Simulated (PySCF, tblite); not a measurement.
# C3H2O2: changes of charge, electronic excitations, EPR parameters, part 2 of 3

tblite 0.8.0 and PySCF 2.14.0. Atoms count from 0. The steps go on from the part before.

### Step 13. Single point (C3H2O2+ (doublet), [CH]=[C+]C(=O)O): wB97X-D3(BJ)/ma-def2-TZVP

Geometry: PBE0-D3(BJ)/ma-def2-SVP.

The job: settings as JSON, then the geometry in Å.

```
{"job": {"kind": "sp", "xc": "wB97X", "basis": "ma-def2-TZVP", "d3": "d3bj", "grid": 2}, "charge": 1, "multiplicity": 2}
C      1.912823     0.251844    -0.021778
C      0.689036     0.151100     0.045376
C     -0.679239    -0.201156     0.200585
O     -0.719701    -1.373356     0.588956
O     -1.643131     0.597651    -0.038028
H      2.989238     0.382270    -0.095512
H     -2.531142     0.214518     0.111935
```

Standard output:

```text
final grid: 66784 points
cycle   1  E = -265.6353639433  dE = -6.329e-03  |g| = 3.730e-01  |ddm| = 6.335e-01
cycle   2  E = -265.5560599332  dE =  7.930e-02  |g| = 5.879e-01  |ddm| = 5.561e-01
cycle   3  E = -265.6818750350  dE = -1.258e-01  |g| = 4.377e-02  |ddm| = 3.836e-01
cycle   4  E = -265.6830585861  dE = -1.184e-03  |g| = 1.652e-02  |ddm| = 5.429e-02
cycle   5  E = -265.6833580130  dE = -2.994e-04  |g| = 1.040e-02  |ddm| = 2.681e-02
cycle   6  E = -265.6835532631  dE = -1.953e-04  |g| = 8.279e-03  |ddm| = 2.018e-02
cycle   7  E = -265.6837354907  dE = -1.822e-04  |g| = 5.453e-03  |ddm| = 2.564e-02
cycle   8  E = -265.6838333167  dE = -9.783e-05  |g| = 3.460e-03  |ddm| = 2.028e-02
cycle   9  E = -265.6839030260  dE = -6.971e-05  |g| = 2.371e-03  |ddm| = 2.171e-02
cycle  10  E = -265.6839238003  dE = -2.077e-05  |g| = 1.370e-03  |ddm| = 1.063e-02
cycle  11  E = -265.6839337511  dE = -9.951e-06  |g| = 5.895e-04  |ddm| = 1.053e-02
cycle  12  E = -265.6839346326  dE = -8.815e-07  |g| = 6.092e-04  |ddm| = 1.749e-03
cycle  13  E = -265.6839358072  dE = -1.175e-06  |g| = 1.575e-04  |ddm| = 5.126e-03
cycle  14  E = -265.6839358742  dE = -6.698e-08  |g| = 1.121e-04  |ddm| = 9.376e-04
cycle  15  E = -265.6839359188  dE = -4.468e-08  |g| = 5.501e-05  |ddm| = 8.058e-04
cycle  16  E = -265.6839359299  dE = -1.106e-08  |g| = 3.424e-05  |ddm| = 1.885e-04
cycle  17  E = -265.6839359351  dE = -5.244e-09  |g| = 2.144e-05  |ddm| = 1.327e-04
converged SCF energy = -265.6839359351
```

Run time: 23 s. Hardware: 1 thread of Intel Xeon Platinum 8259CL at 2.50GHz, shared host; peak memory 0.68 GiB.

### Step 14. Single point (C₃H₂O₂): wB97X-D3(BJ)/ma-def2-TZVP in acetonitrile

Geometry: PBE0-D3(BJ)/ma-def2-SVP.

The job: settings as JSON, then the geometry in Å.

```
{"job": {"kind": "sp", "xc": "wB97X", "basis": "ma-def2-TZVP", "d3": "d3bj", "grid": 2, "solvent": "acetonitrile"}, "charge": 0, "multiplicity": 1}
C      1.920565     0.174345     0.006558
C      0.729402    -0.015720     0.104395
C     -0.682639    -0.311898     0.241544
O     -1.114363    -1.378816     0.592665
O     -1.450021     0.737502    -0.067142
H      2.979585     0.342553    -0.080701
H     -2.372673     0.461246     0.047455
```

Standard output:

```text
final grid: 66784 points
cycle   1  E = -266.0906641767  dE = -1.235e-03  |g| = 3.108e-02  |ddm| = 6.782e-01
cycle   2  E = -266.0907212596  dE = -5.708e-05  |g| = 3.153e-02  |ddm| = 1.361e-01
cycle   3  E = -266.0909060268  dE = -1.848e-04  |g| = 5.240e-03  |ddm| = 3.654e-02
cycle   4  E = -266.0909147335  dE = -8.707e-06  |g| = 2.362e-03  |ddm| = 2.931e-02
cycle   5  E = -266.0909163620  dE = -1.628e-06  |g| = 8.730e-04  |ddm| = 1.010e-02
cycle   6  E = -266.0909165617  dE = -1.997e-07  |g| = 2.332e-04  |ddm| = 2.005e-03
cycle   7  E = -266.0909165865  dE = -2.475e-08  |g| = 1.203e-04  |ddm| = 8.388e-04
cycle   8  E = -266.0909165928  dE = -6.328e-09  |g| = 3.752e-05  |ddm| = 4.548e-04
converged SCF energy = -266.0909165928
```

It took 8.9 s on 1 thread of Intel Xeon Platinum 8259CL at 2.50GHz, shared host; peak memory 0.69 GiB.

### Step 15. Single point (C3H2O2+ (doublet), [CH]=[C+]C(=O)O): wB97X-D3(BJ)/ma-def2-TZVP in acetonitrile

Geometry: PBE0-D3(BJ)/ma-def2-SVP.

The job: settings as JSON, then the geometry in Å.

```
{"job": {"kind": "sp", "xc": "wB97X", "basis": "ma-def2-TZVP", "d3": "d3bj", "grid": 2, "solvent": "acetonitrile"}, "charge": 1, "multiplicity": 2}
C      1.912823     0.251844    -0.021778
C      0.689036     0.151100     0.045376
C     -0.679239    -0.201156     0.200585
O     -0.719701    -1.373356     0.588956
O     -1.643131     0.597651    -0.038028
H      2.989238     0.382270    -0.095512
H     -2.531142     0.214518     0.111935
```

Standard output:

```text
final grid: 66784 points
cycle   1  E = -265.7840146965  dE = -7.534e-04  |g| = 1.558e-02  |ddm| = 2.615e-01
cycle   2  E = -265.7840337243  dE = -1.903e-05  |g| = 1.638e-02  |ddm| = 6.079e-02
cycle   3  E = -265.7841251944  dE = -9.147e-05  |g| = 3.448e-03  |ddm| = 1.209e-02
cycle   4  E = -265.7841309344  dE = -5.740e-06  |g| = 1.139e-03  |ddm| = 1.025e-02
cycle   5  E = -265.7841326837  dE = -1.749e-06  |g| = 8.137e-04  |ddm| = 5.058e-03
cycle   6  E = -265.7841335190  dE = -8.353e-07  |g| = 5.650e-04  |ddm| = 1.330e-03
cycle   7  E = -265.7841341891  dE = -6.700e-07  |g| = 4.621e-04  |ddm| = 9.102e-04
cycle   8  E = -265.7841359700  dE = -1.781e-06  |g| = 2.832e-04  |ddm| = 3.108e-03
cycle   9  E = -265.7841369035  dE = -9.335e-07  |g| = 1.753e-04  |ddm| = 2.898e-03
cycle  10  E = -265.7841370875  dE = -1.841e-07  |g| = 8.509e-05  |ddm| = 1.202e-03
cycle  11  E = -265.7841371514  dE = -6.381e-08  |g| = 3.226e-05  |ddm| = 9.671e-04
cycle  12  E = -265.7841371567  dE = -5.330e-09  |g| = 1.422e-05  |ddm| = 2.583e-04
converged SCF energy = -265.7841371567
```

Wall time 18 s (1 thread of Intel Xeon Platinum 8259CL at 2.50GHz, shared host); peak memory 0.69 GiB.

### Step 16. Single point (C₃H₂O₂− (doublet)): wB97X-D3(BJ)/ma-def2-TZVP

Geometry: PBE0-D3(BJ)/ma-def2-SVP, that of another charge or spin state.

The job: settings as JSON, then the geometry in Å.

```
{"job": {"kind": "sp", "xc": "wB97X", "basis": "ma-def2-TZVP", "d3": "d3bj", "grid": 2}, "charge": -1, "multiplicity": 2}
C      1.920565     0.174345     0.006558
C      0.729402    -0.015720     0.104395
C     -0.682639    -0.311898     0.241544
O     -1.114363    -1.378816     0.592665
O     -1.450021     0.737502    -0.067142
H      2.979585     0.342553    -0.080701
H     -2.372673     0.461246     0.047455
```

Standard output:

```text
final grid: 66784 points
cycle   1  E = -266.0462214256  dE = -1.614e-02  |g| = 1.742e-01  |ddm| = 2.202e+00
cycle   2  E = -266.0490573301  dE = -2.836e-03  |g| = 1.607e-01  |ddm| = 1.656e+00
cycle   3  E = -266.0599965215  dE = -1.094e-02  |g| = 2.691e-02  |ddm| = 3.888e-01
cycle   4  E = -266.0603788116  dE = -3.823e-04  |g| = 5.499e-03  |ddm| = 1.114e-01
cycle   5  E = -266.0604950243  dE = -1.162e-04  |g| = 3.089e-03  |ddm| = 2.735e-01
cycle   6  E = -266.0605216810  dE = -2.666e-05  |g| = 1.913e-03  |ddm| = 1.053e-01
cycle   7  E = -266.0605380048  dE = -1.632e-05  |g| = 9.581e-04  |ddm| = 9.517e-02
cycle   8  E = -266.0605432417  dE = -5.237e-06  |g| = 6.342e-04  |ddm| = 4.459e-02
cycle   9  E = -266.0605444238  dE = -1.182e-06  |g| = 2.022e-04  |ddm| = 1.727e-02
cycle  10  E = -266.0605446400  dE = -2.161e-07  |g| = 1.123e-04  |ddm| = 3.097e-03
cycle  11  E = -266.0605446807  dE = -4.068e-08  |g| = 7.081e-05  |ddm| = 2.633e-03
cycle  12  E = -266.0605447008  dE = -2.009e-08  |g| = 3.349e-05  |ddm| = 1.609e-03
cycle  13  E = -266.0605447055  dE = -4.709e-09  |g| = 1.677e-05  |ddm| = 8.030e-04
converged SCF energy = -266.0605447055
```

It took 19 s on 1 thread of Intel Xeon Platinum 8259CL at 2.50GHz, shared host; peak memory 0.69 GiB.

### Step 17. Optimising the geometry with GFN2-xTB

This step treats C₃H₂O₂− (doublet), labelled `[CH]=C=C([O-])O` (the label fixes atoms and charge, not where charge and spin sit).

The job: settings as JSON, then the geometry in Å.

```
{"job": {"kind": "relax", "xc": "GFN2-xTB", "basis": "xTB"}, "charge": -1, "multiplicity": 2}
C      1.936800     0.168200     0.001300
C      0.718700    -0.007100     0.081400
C     -0.665200    -0.319500     0.244700
O     -1.116900    -1.364200     0.572100
O     -1.453200     0.733700    -0.055800
H      2.968600     0.340800    -0.089500
H     -2.372300     0.467100     0.036400
```

Standard output:

```text
step      E/eV     max force
  0    -425.37931    7.582
  1    -425.49559    6.697
  2    -425.77798    3.949
  3    -425.75286    3.882
  4    -425.88519    0.433
  5    -425.88791    0.142
  6    -425.88888    0.127
  7    -425.89051    0.131
  8    -425.89128    0.112
  9    -425.89207    0.083
 10    -425.89259    0.092
 11    -425.89327    0.113
 12    -425.89402    0.125
 13    -425.89520    0.160
 14    -425.89819    0.295
 15    -425.89602    0.726
 16    -425.90764    0.435
 17    -425.91876    0.452
 18    -425.91824    1.736
 19    -425.96266    0.981
 20    -425.87694    2.317
 21    -425.98676    0.484
 22    -425.99994    0.247
 23    -426.00445    0.212
 24    -426.00626    0.101
 25    -426.00670    0.091
 26    -426.00732    0.066
 27    -426.00758    0.053
 28    -426.00798    0.053
 29    -426.00819    0.059
 30    -426.00843    0.061
 31    -426.00870    0.055
 32    -426.00899    0.040
 33    -426.00915    0.032
 34    -426.00920    0.023
 35    -426.00922    0.022
 36    -426.00926    0.025
 37    -426.00933    0.033
 38    -426.00941    0.030
 39    -426.00947    0.021
 40    -426.00950    0.016
 41    -426.00952    0.013
 42    -426.00953    0.015
 43    -426.00954    0.008
```

Run time: 0.24 s. Hardware: 1 thread of Intel Xeon Platinum 8259CL at 2.50GHz, shared host.

Along the way: (not every step is listed) (the energy doesn't fall at every step)

| step | energy from step 0 (eV) | largest force (eV/Å) |
| --- | --- | --- |
| 0 | 0.0000 | 7.5823 |
| 1 | -0.1163 | 6.6972 |
| 2 | -0.3987 | 3.9490 |
| 3 | -0.3736 | 3.8820 |
| 4 | -0.5059 | 0.4332 |
| 5 | -0.5086 | 0.1422 |
| 6 | -0.5096 | 0.1274 |
| 7 | -0.5112 | 0.1306 |
| 8 | -0.5120 | 0.1121 |
| 11 | -0.5140 | 0.1132 |
| 14 | -0.5189 | 0.2948 |
| 17 | -0.5395 | 0.4523 |
| 20 | -0.4976 | 2.3173 |
| 23 | -0.6251 | 0.2116 |
| 26 | -0.6280 | 0.0660 |
| 29 | -0.6289 | 0.0591 |
| 32 | -0.6297 | 0.0400 |
| 35 | -0.6299 | 0.0220 |
| 38 | -0.6301 | 0.0304 |
| 39 | -0.6302 | 0.0213 |
| 40 | -0.6302 | 0.0164 |
| 41 | -0.6302 | 0.0135 |
| 42 | -0.6302 | 0.0149 |
| 43 | -0.6302 | 0.0079 |

Close pairs (by a distance rule), those that changed most:

| bond | before (Å) | after (Å) | change (Å) |
| --- | --- | --- | --- |
| C2–O4 | 1.349 | 1.444 | +0.095 |
| C2–O3 | 1.184 | 1.264 | +0.079 |
| C1–C2 | 1.428 | 1.369 | -0.059 |
| C0–H5 | 1.050 | 1.073 | +0.023 |
| C0–C1 | 1.233 | 1.248 | +0.014 |
| O4–H6 | 0.961 | 0.965 | +0.003 |

The next job starts from the end point, and lists it.

### Step 18. Vibrational analysis with GFN2-xTB

The job: settings as JSON, then the geometry in Å.

```
{"job": {"kind": "ir", "xc": "GFN2-xTB", "basis": "xTB"}, "charge": -1, "multiplicity": 2}
C      1.936114     0.259968     0.273631
C      0.747223    -0.052640     0.060905
C     -0.584770    -0.312326     0.238196
O     -1.149697    -1.397520     0.554750
O     -1.449577     0.797421    -0.087958
H      2.852862     0.287737    -0.283265
H     -2.335632     0.436382     0.034359
```

Standard output:

```text
mode    cm-1     km/mol
  1     168.1      1.89
  2     264.5      0.73
  3     382.5     74.89
  4     458.8     22.01
  5     513.3    103.33
  6     525.9      2.80
  7     663.9    114.76
  8     674.4    128.43
  9     803.2     57.24
 10    1064.8    375.49
 11    1146.8     43.71
 12    1567.6    530.88
 13    2058.9     27.06
 14    3042.1    298.07
 15    3536.8      5.15
ZPE 100.914  H(298)-E 117.301  G(298)-E 25.714 kJ/mol  S 307.19 J/(mol K)
```

Wall time 0.23 s (1 thread of Intel Xeon Platinum 8259CL at 2.50GHz, shared host).

The strongest bands and the atoms that carry them (share of the mass-weighted mode):

| cm⁻¹ | km/mol | atoms |
| --- | --- | --- |
| 382 | 74.9 | H6 72 %, C2 14 %, C1 10 % |
| 513 | 103.3 | C2 62 %, H6 14 % |
| 664 | 114.8 | H5 67 %, O4 16 % |
| 674 | 128.4 | H5 74 %, C0 11 % |
| 803 | 57.2 | O4 29 %, C0 16 %, O3 15 %, C2 14 % |
| 1065 | 375.5 | H6 38 %, C2 33 %, O4 14 %, C0 10 % |
| 1568 | 530.9 | C2 60 %, O3 24 % |
| 3042 | 298.1 | H5 90 % |

### Step 19. Geometry optimisation at PBE0-D3(BJ)/ma-def2-SVP

This step treats C₃H₂O₂− (doublet), labelled `[CH]=C=C([O-])O` (the label fixes atoms and charge, not where charge and spin sit).

Settings changed since step 18:

```diff
@@ -1,2 +1,2 @@
-{"job": {"kind": "ir", "xc": "GFN2-xTB", "basis": "xTB"}, "charge": -1, "multiplicity": 2}
+{"job": {"xc": "PBE0", "basis": "ma-def2-SVP", "d3": "d3bj", "grid": 1, "kind": "geom"}, "charge": -1, "multiplicity": 2}
 C      1.936114     0.259968     0.273631
```

Standard output:

```text
step   0  E = -265.42714660  max force = 0.037573
step   1  E = -265.42921114  max force = 0.008412
step   2  E = -265.42906086  max force = 0.012418
step   3  E = -265.43011407  max force = 0.003482
step   4  E = -265.43020108  max force = 0.001878
step   5  E = -265.43027223  max force = 0.001391
step   6  E = -265.43030251  max force = 0.000955
step   7  E = -265.43030815  max force = 0.000391
optimisation converged
```

Wall time 40 s (1 thread of Intel Xeon Platinum 8259CL at 2.50GHz, shared host).

Along the way: (the energy doesn't fall at every step)

| step | energy from step 0 (eV) | largest force component (eV/Å) |
| --- | --- | --- |
| 0 | 0.0000 | 1.9321 |
| 1 | -0.0562 | 0.4326 |
| 2 | -0.0521 | 0.6386 |
| 3 | -0.0807 | 0.1791 |
| 4 | -0.0831 | 0.0966 |
| 5 | -0.0851 | 0.0715 |
| 6 | -0.0859 | 0.0491 |
| 7 | -0.0860 | 0.0201 |

Distances of close pairs at the start and the end, largest changes first:

| bond | before (Å) | after (Å) | change (Å) |
| --- | --- | --- | --- |
| C2–O4 | 1.444 | 1.402 | -0.042 |
| C0–H5 | 1.073 | 1.096 | +0.023 |
| C0–C1 | 1.248 | 1.268 | +0.021 |
| C1–C2 | 1.369 | 1.385 | +0.017 |
| C2–O3 | 1.264 | 1.252 | -0.011 |
| O4–H6 | 0.965 | 0.966 | +0.001 |

The end geometry stands in the next job.

| at the end point | value |
| --- | --- |
| point group (found at 0.08 Å tolerance) | C1 |
| rotational constants (GHz, main isotopes) | 11.944, 4.019, 3.025 |
| ⟨S²⟩ | 0.760 |

### Step 20. Harmonic vibrations (C3H2O2− (doublet), [CH]=C=C([O-])O): PBE0-D3(BJ)/ma-def2-SVP

The job: settings as JSON, then the geometry in Å.

```
{"job": {"xc": "PBE0", "basis": "ma-def2-SVP", "d3": "d3bj", "grid": 2, "kind": "hessian"}, "charge": -1, "multiplicity": 2}
C      1.929742     0.507505     0.241038
C      0.741969     0.077038     0.131207
C     -0.565671    -0.362969     0.256601
O     -0.980786    -1.500419     0.576102
O     -1.535810     0.602271    -0.047865
H      2.783733     0.587873    -0.441891
H     -2.354652     0.104857     0.073602
```

Standard output:

```text
coarse grid: 6672 points
cycle   1  E = -265.2058764437  dE =  7.364e-01  |g| = 6.365e-01  |ddm| = 3.026e+00
cycle   2  E = -264.8281342985  dE =  3.777e-01  |g| = 1.153e+00  |ddm| = 5.272e+00
cycle   3  E = -265.3539339755  dE = -5.258e-01  |g| = 2.378e-01  |ddm| = 4.630e+00
cycle   4  E = -265.3788168653  dE = -2.488e-02  |g| = 5.500e-02  |ddm| = 4.799e-01
cycle   5  E = -265.3796854117  dE = -8.685e-04  |g| = 3.168e-02  |ddm| = 1.227e-01
cycle   6  E = -265.3801818025  dE = -4.964e-04  |g| = 9.350e-03  |ddm| = 5.835e-02
cycle   7  E = -265.3802363650  dE = -5.456e-05  |g| = 4.496e-03  |ddm| = 1.779e-02
cycle   8  E = -265.3802542526  dE = -1.789e-05  |g| = 1.770e-03  |ddm| = 1.837e-02
cycle   9  E = -265.3802603048  dE = -6.052e-06  |g| = 1.092e-03  |ddm| = 1.314e-02
final grid: 66784 points
cycle  10  E = -265.4303119689  dE = -7.933e-06  |g| = 6.369e-03  |ddm| = 4.366e-02
cycle  11  E = -265.4302823902  dE =  2.958e-05  |g| = 1.082e-02  |ddm| = 2.287e-02
cycle  12  E = -265.4303281856  dE = -4.580e-05  |g| = 1.355e-03  |ddm| = 1.443e-02
cycle  13  E = -265.4303289947  dE = -8.092e-07  |g| = 2.766e-04  |ddm| = 2.040e-03
cycle  14  E = -265.4303291158  dE = -1.211e-07  |g| = 1.888e-04  |ddm| = 1.149e-03
cycle  15  E = -265.4303292262  dE = -1.104e-07  |g| = 8.730e-05  |ddm| = 1.664e-03
cycle  16  E = -265.4303292565  dE = -3.024e-08  |g| = 7.095e-05  |ddm| = 8.095e-04
cycle  17  E = -265.4303292616  dE = -5.130e-09  |g| = 2.831e-05  |ddm| = 2.529e-04
cycle  18  E = -265.4303292623  dE = -6.989e-10  |g| = 1.748e-05  |ddm| = 1.075e-04
cycle  19  E = -265.4303292626  dE = -2.840e-10  |g| = 5.161e-06  |ddm| = 5.862e-05
cycle  20  E = -265.4303292626  dE = -4.377e-11  |g| = 2.413e-06  |ddm| = 4.326e-05
converged SCF energy = -265.4303292626

mode    cm-1
  1     203.7
  2     227.4
  3     406.6
  4     520.6
  5     606.8
  6     628.8
  7     630.9
  8     715.4
  9     833.5
 10    1132.8
 11    1283.6
 12    1632.0
 13    2042.6
 14    3139.6
 15    3842.8
ZPE 106.749  H(298)-E 122.557  G(298)-E 31.959 kJ/mol  S 303.87 J/(mol K)
```

Wall time 2.8 min (1 thread of Intel Xeon Platinum 8259CL at 2.50GHz, shared host); peak memory 1.6 GiB.

Zero-point energy 106.75 kJ/mol (xTB gave 100.91).

### Step 21. Single point (C₃H₂O₂): wB97X-D3(BJ)/ma-def2-TZVP

Geometry: PBE0-D3(BJ)/ma-def2-SVP, that of another charge or spin state.

Settings changed since step 20:

```diff
@@ -1,2 +1,2 @@
-{"job": {"xc": "PBE0", "basis": "ma-def2-SVP", "d3": "d3bj", "grid": 2, "kind": "hessian"}, "charge": -1, "multiplicity": 2}
+{"job": {"kind": "sp", "xc": "wB97X", "basis": "ma-def2-TZVP", "d3": "d3bj", "grid": 2}, "charge": 0, "multiplicity": 1}
 C      1.929742     0.507505     0.241038
```

Standard output:

```text
coarse grid: 6672 points
cycle   1  E = -265.8463043865  dE =  8.573e-01  |g| = 9.894e-01  |ddm| = 2.261e+00
cycle   2  E = -265.7059992244  dE =  1.403e-01  |g| = 1.401e+00  |ddm| = 1.664e+00
cycle   3  E = -266.0390314015  dE = -3.330e-01  |g| = 1.704e-01  |ddm| = 8.588e-01
cycle   4  E = -266.0434063388  dE = -4.375e-03  |g| = 7.844e-02  |ddm| = 1.965e-01
cycle   5  E = -266.0445341564  dE = -1.128e-03  |g| = 1.216e-02  |ddm| = 6.158e-02
cycle   6  E = -266.0445899504  dE = -5.579e-05  |g| = 4.579e-03  |ddm| = 2.653e-02
cycle   7  E = -266.0446004696  dE = -1.052e-05  |g| = 2.966e-03  |ddm| = 9.148e-03
cycle   8  E = -266.0446040263  dE = -3.557e-06  |g| = 1.344e-03  |ddm| = 4.594e-03
final grid: 66784 points
cycle   9  E = -266.0410382494  dE = -2.976e-05  |g| = 5.573e-03  |ddm| = 5.817e-02
cycle  10  E = -266.0410356559  dE =  2.594e-06  |g| = 6.821e-03  |ddm| = 6.763e-03
cycle  11  E = -266.0410433114  dE = -7.655e-06  |g| = 7.697e-04  |ddm| = 3.646e-03
cycle  12  E = -266.0410434289  dE = -1.175e-07  |g| = 4.066e-04  |ddm| = 7.418e-04
cycle  13  E = -266.0410434817  dE = -5.280e-08  |g| = 8.817e-05  |ddm| = 5.750e-04
cycle  14  E = -266.0410434923  dE = -1.062e-08  |g| = 4.786e-05  |ddm| = 2.913e-04
cycle  15  E = -266.0410434954  dE = -3.104e-09  |g| = 2.303e-05  |ddm| = 1.532e-04
converged SCF energy = -266.0410434954
```

Run time: 9.7 s. Hardware: 1 thread of Intel Xeon Platinum 8259CL at 2.50GHz, shared host; peak memory 0.65 GiB.

### Step 22. Single point (C₃H₂O₂− (doublet), [CH]=C=C([O-])O): wB97X-D3(BJ)/ma-def2-TZVP

Geometry: PBE0-D3(BJ)/ma-def2-SVP.

Settings changed since step 21:

```diff
@@ -1,2 +1,2 @@
-{"job": {"kind": "sp", "xc": "wB97X", "basis": "ma-def2-TZVP", "d3": "d3bj", "grid": 2}, "charge": 0, "multiplicity": 1}
+{"job": {"kind": "sp", "xc": "wB97X", "basis": "ma-def2-TZVP", "d3": "d3bj", "grid": 2}, "charge": -1, "multiplicity": 2}
 C      1.929742     0.507505     0.241038
```

Standard output:

```text
final grid: 66784 points
cycle   1  E = -266.0702246584  dE = -2.222e-02  |g| = 1.472e-01  |ddm| = 1.722e+00
cycle   2  E = -266.0751653697  dE = -4.941e-03  |g| = 1.105e-01  |ddm| = 9.130e-01
cycle   3  E = -266.0804628198  dE = -5.297e-03  |g| = 2.584e-02  |ddm| = 2.486e-01
cycle   4  E = -266.0808221899  dE = -3.594e-04  |g| = 6.324e-03  |ddm| = 6.597e-02
cycle   5  E = -266.0809416952  dE = -1.195e-04  |g| = 2.617e-03  |ddm| = 1.755e-01
cycle   6  E = -266.0809671091  dE = -2.541e-05  |g| = 1.968e-03  |ddm| = 8.504e-02
cycle   7  E = -266.0809778414  dE = -1.073e-05  |g| = 1.076e-03  |ddm| = 5.720e-02
cycle   8  E = -266.0809824558  dE = -4.614e-06  |g| = 6.167e-04  |ddm| = 4.413e-02
cycle   9  E = -266.0809833812  dE = -9.253e-07  |g| = 3.093e-04  |ddm| = 1.439e-02
cycle  10  E = -266.0809837512  dE = -3.700e-07  |g| = 1.905e-04  |ddm| = 8.272e-03
cycle  11  E = -266.0809838793  dE = -1.281e-07  |g| = 1.041e-04  |ddm| = 3.662e-03
cycle  12  E = -266.0809839032  dE = -2.398e-08  |g| = 4.195e-05  |ddm| = 1.135e-03
cycle  13  E = -266.0809839104  dE = -7.170e-09  |g| = 1.947e-05  |ddm| = 1.404e-03
converged SCF energy = -266.0809839104
```

It took 19 s on 1 thread of Intel Xeon Platinum 8259CL at 2.50GHz, shared host; peak memory 0.69 GiB.

### Step 23. Single point (C₃H₂O₂− (doublet), [CH]=C=C([O-])O): wB97X-D3(BJ)/ma-def2-TZVP in acetonitrile

Geometry: PBE0-D3(BJ)/ma-def2-SVP.

Settings changed since step 22:

```diff
@@ -1,2 +1,2 @@
-{"job": {"kind": "sp", "xc": "wB97X", "basis": "ma-def2-TZVP", "d3": "d3bj", "grid": 2}, "charge": -1, "multiplicity": 2}
+{"job": {"kind": "sp", "xc": "wB97X", "basis": "ma-def2-TZVP", "d3": "d3bj", "grid": 2, "solvent": "acetonitrile"}, "charge": -1, "multiplicity": 2}
 C      1.929742     0.507505     0.241038
```

Standard output:

```text
final grid: 66784 points
cycle   1  E = -266.1759717942  dE = -2.494e-03  |g| = 2.175e-02  |ddm| = 9.829e-01
cycle   2  E = -266.1762458367  dE = -2.740e-04  |g| = 1.569e-02  |ddm| = 2.578e-01
cycle   3  E = -266.1763597441  dE = -1.139e-04  |g| = 5.257e-03  |ddm| = 6.372e-02
cycle   4  E = -266.1763835583  dE = -2.381e-05  |g| = 2.096e-03  |ddm| = 5.670e-02
cycle   5  E = -266.1763899017  dE = -6.343e-06  |g| = 9.039e-04  |ddm| = 3.081e-02
cycle   6  E = -266.1763908759  dE = -9.742e-07  |g| = 4.580e-04  |ddm| = 4.637e-03
cycle   7  E = -266.1763914302  dE = -5.543e-07  |g| = 2.327e-04  |ddm| = 5.294e-03
cycle   8  E = -266.1763915778  dE = -1.476e-07  |g| = 1.161e-04  |ddm| = 3.282e-03
cycle   9  E = -266.1763916107  dE = -3.290e-08  |g| = 5.917e-05  |ddm| = 1.179e-03
cycle  10  E = -266.1763916219  dE = -1.114e-08  |g| = 3.555e-05  |ddm| = 3.877e-04
cycle  11  E = -266.1763916264  dE = -4.549e-09  |g| = 2.129e-05  |ddm| = 2.283e-04
converged SCF energy = -266.1763916264
```

Wall time 17 s (1 thread of Intel Xeon Platinum 8259CL at 2.50GHz, shared host); peak memory 0.69 GiB.

(Continued in part 3 of 3.)
